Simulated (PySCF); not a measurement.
## NMR data sheet: C5H9N

| Item | Value |
| --- | --- |
| Formula | C5H9N |
| SMILES | C=N/C=C/CC |
| InChI | InChI=1S/C5H9N/c1-3-4-5-6-2/h4-5H,2-3H2,1H3/b5-4+ |
| Point group of the computed structure | C1 |
| Degrees of unsaturation | 2 |
| Carbon signals | 5 |
| Proton signals | 6 |

Molfile (atoms numbered from 1):
```
C5H9N
     RDKit          3D

 15 14  0  0  0  0  0  0  0  0999 V2000
    3.2733    0.4901   -0.2166 C   0  0  0  0  0  0  0  0  0  0  0  0
    2.1156    0.7023   -0.6661 N   0  0  0  0  0  0  0  0  0  0  0  0
    1.0661   -0.1085   -0.2904 C   0  0  0  0  0  0  0  0  0  0  0  0
   -0.1551    0.1039   -0.7776 C   0  0  0  0  0  0  0  0  0  0  0  0
   -1.3600   -0.7028   -0.4349 C   0  0  0  0  0  0  0  0  0  0  0  0
   -2.4654    0.1786    0.1488 C   0  0  0  0  0  0  0  0  0  0  0  0
    3.5287   -0.3216    0.4757 H   0  0  0  0  0  0  0  0  0  0  0  0
    4.0749    1.1418   -0.5294 H   0  0  0  0  0  0  0  0  0  0  0  0
    1.2643   -0.9264    0.4084 H   0  0  0  0  0  0  0  0  0  0  0  0
   -0.2999    0.9276   -1.4627 H   0  0  0  0  0  0  0  0  0  0  0  0
   -1.7363   -1.1837   -1.3434 H   0  0  0  0  0  0  0  0  0  0  0  0
   -1.0953   -1.4862    0.2782 H   0  0  0  0  0  0  0  0  0  0  0  0
   -2.7514    0.9511   -0.5615 H   0  0  0  0  0  0  0  0  0  0  0  0
   -3.3430   -0.4192    0.3833 H   0  0  0  0  0  0  0  0  0  0  0  0
   -2.1209    0.6609    1.0607 H   0  0  0  0  0  0  0  0  0  0  0  0
  1  2  2  0
  2  3  1  0
  3  4  2  0
  4  5  1  0
  5  6  1  0
  1  7  1  0
  1  8  1  0
  3  9  1  0
  4 10  1  0
  5 11  1  0
  5 12  1  0
  6 13  1  0
  6 14  1  0
  6 15  1  0
M  END
```

Calculated, not measured (PySCF 2.14): shielding tensors at PBE0/pcSseg-1 (GIAO), structure optimised with GFN2-xTB. In vacuum, one computed conformer, fast rotation and ring inversion assumed for equivalent nuclei, non-relativistic.

Shifts are taken against calculated references (same method and geometry level): $^{1}$H (σref 31.72), $^{13}$C (σref 186.93) vs TMS; $^{15}$N (σref 267.73) vs NH3.

| carbon | δC, type | δH (multiplicity) | HMBC from (2–3 bonds) | span of the C tensor (ppm) |
| --- | --- | --- | --- | --- |
| C1 | 152.2, CH2 | H7 7.50 (d); H8 7.06 (d) | H9 | 177 |
| C3 | 148.3, CH | 6.82 (m) | H7, H8, H10, H11/H12 | 151 |
| C4 | 151.0, CH | 6.66 (m) | H9, H11/H12, H13/H14/H15 | 208 |
| C5 | 29.7, CH2 | 2.27 (m) | H9, H10, H13/H14/H15 | 24 |
| C6 | 17.0, CH3 | 1.16 (t) | H10, H11/H12 | 26 |

Other nuclei:
```csv
atoms,nucleus,environment,δ (ppm),σ (ppm)
N2,$^{15}$N,imine nitrogen,404.6,-136.9
```

1. Carbon types of the structure: 2 × CH, 2 × CH2, 1 × CH3, which accounts for all hydrogens.
2. δC 152.2: C=N carbon.
3. δC 151.0, 148.3: alkene CH; the olefinic region.
4. δC 29.7: allylic sp3 CH2; a saturated carbon with 2 carbon neighbours and no heteroatom attached.
5. δC 17.0: methyl carbon; a saturated carbon with 1 carbon neighbour and no heteroatom attached.
6. δH 6.82, 6.66: hydrogen on an alkene CH; a vinylic proton, deshielded by the sp2 carbon and the C=C anisotropy.

Shifts are as computed. Against solution values, carbons near 30 ppm lie about +3 ppm off and those near 130 ppm about +5 ppm. Of 1211 compounds with measured shifts, 218 miss one by over three times the rms of a fit or turn the order of signals round; such compounds aren't used in these exercises. Experimental scales use liquid or dissolved standards, which lie at an offset from isolated NH3 (liquid NH3: subtract about 20 ppm). Unscaled 15N shifts of sp2 nitrogen come out 20 to 40 ppm too high even then. Multiplicities follow the n + 1 count of equivalent neighbours, as no J values were calculated; m marks all less simple cases, F and P coupling included.
